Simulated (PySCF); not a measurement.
## lithium chloride: calculation against experiment

**The experiment to reproduce.**

From Liu, Meijer, Perez-Rios, Phys. Chem. Chem. Phys. 22 (2020) 24191, for the gas: dipole moment 7.1289 D.

The runs below try to reproduce these values; the comparison stands at the end.

Compound: lithium chloride, LiCl.
Atom-mapped SMILES: `[Li:1][Cl:2]`

Cartesian coordinates in Å at the PBE0-D3(BJ)/def2-TZVP level; atoms count from 1:
```xyz
2
LiCl angstrom
Li     1.010   -0.041    0.005
Cl    -1.004    0.012   -0.017
```

The PySCF runs (gas phase, on this PBE0-D3(BJ)/def2-TZVP geometry; no spin–orbit coupling):

```json
{"level": "PBE0-D3(BJ)/def2-TZVP, grid level 2", "job": "geometry optimisation from a GFN2-xTB start shaken at random", "basis functions": "51", "wall time": "3.0 s"}
{"level": "B97-2/pcSseg-2", "job": "shieldings", "basis functions": "64", "wall time": "1.2 s"}
{"level": "KT3/pcSseg-2", "job": "shieldings", "basis functions": "64", "wall time": "1.5 s"}
{"level": "PBE0/pcSseg-2", "job": "shieldings, charges and field gradients", "basis functions": "64", "wall time": "2.4 s"}
{"level": "wB97X-D/pcSseg-2", "job": "shieldings", "basis functions": "64", "wall time": "1.4 s"}
{"level": "CAM-B3LYP/aug-cc-pVTZ", "job": "10 singlets by full TDDFT, 4 Tamm–Dancoff triplets, polarisability", "basis functions": "96", "wall time": "2.1 s"}
{"level": "PBE0/aug-cc-pVTZ", "job": "10 singlets by full TDDFT, 4 Tamm–Dancoff triplets, polarisability, dynamic polarisability", "basis functions": "96", "wall time": "2.3 s"}
{"level": "wB97X-D/aug-cc-pVTZ", "job": "10 singlets by full TDDFT, 4 Tamm–Dancoff triplets, polarisability, ΔSCF ions", "basis functions": "96", "wall time": "7.5 s"}
```

Hardware: an Intel Xeon Platinum 8259CL at 2.50 GHz with one thread, shared host.

## Comparison

**Dipole moment.** Measured: 7.1289 D (Liu, Meijer, Perez-Rios, Phys. Chem. Chem. Phys. 22 (2020) 24191).

| level | computed (D) | computed − measured (D) | % (from the printed values) |
| --- | --- | --- | --- |
| PBE0-D3(BJ)/def2-TZVP | 7.022 | -0.107 | -2 |
| B97-2/pcSseg-2 | 7.081 | -0.048 | -1 |
| KT3/pcSseg-2 | 6.878 | -0.251 | -4 |
| PBE0/pcSseg-2 | 7.052 | -0.077 | -1 |
| wB97X-D/pcSseg-2 | 7.187 | +0.058 | +1 |
| CAM-B3LYP/aug-cc-pVTZ | 7.001 | -0.128 | -2 |
| PBE0/aug-cc-pVTZ | 6.981 | -0.148 | -2 |
| wB97X-D/aug-cc-pVTZ | 7.114 | -0.015 | 0 |

Closest is wB97X-D/aug-cc-pVTZ (-0.015 D), furthest KT3/pcSseg-2 (-0.251 D); one molecule doesn't rank methods. The computed dipoles belong to one fixed geometry; measured ones are averaged over vibrations unless marked μe. Magnitudes are compared, not signs.

No measured geometry was used, and the causes of the misses weren't examined.
